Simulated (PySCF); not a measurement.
# Level sweep

C₃H₇Cl.
Geometry (PBE0-D3(BJ)/def2-SVP, Å), atoms numbered from 1 in this order:
```
atom  x, y, z in Å
C1    -1.172   -0.537    0.131
C2    -0.125    0.485   -0.252
C3     1.296    0.012   -0.031
Cl4   -0.400    2.002    0.696
H5    -1.075   -0.813    1.193
H6    -1.047   -1.448   -0.476
H7    -2.186   -0.147   -0.032
H8    -0.262    0.789   -1.301
H9     1.458   -0.248    1.026
H10    1.492   -0.883   -0.643
H11    2.021    0.789   -0.310
```

PySCF, dipoles from the SCF density, polarisabilities from static response with core orbitals frozen. Isolated species at its PBE0-D3(BJ)/def2-SVP geometry, gas phase.

Reference dipole: 2.170 D (measured, gas; NIST CCCBDB Release 22 (SRD 101), experimental dipoles). The anisotropy is √(½[(α1 − α2)² + (α2 − α3)² + (α3 − α1)²]).

```tsv
level	μ (D)	error (%)	α (au)	anisotropy (au)
LDA/def2-SVPD	2.238	+3.1	56.41	12.70
PBE/def2-SVPD	2.216	+2.1	55.66	12.76
B3LYP/def2-SVPD	2.254	+3.9	54.21	12.43
PBE0/def2-SVPD	2.285	+5.3	53.58	12.20
BHandHLYP/def2-SVPD	2.332	+7.5	52.35	12.03
CAM-B3LYP/def2-SVPD	2.284	+5.2	53.39	12.02
HF/def2-SVPD	2.461	+13.4	50.65	11.70
```

For the dipole, the smallest error is 2.1% (PBE/def2-SVPD) and the largest 13.4% (HF/def2-SVPD). The dipole runs from 2.22 D (PBE/def2-SVPD) to 2.46 D (HF/def2-SVPD). In one basis (def2-SVPD) the functionals order the polarisability from HF (lowest) to LDA (highest), a spread of 11%. Measured values can belong to vibrating molecules and may average over conformers; the computed ones are for one fixed geometry.
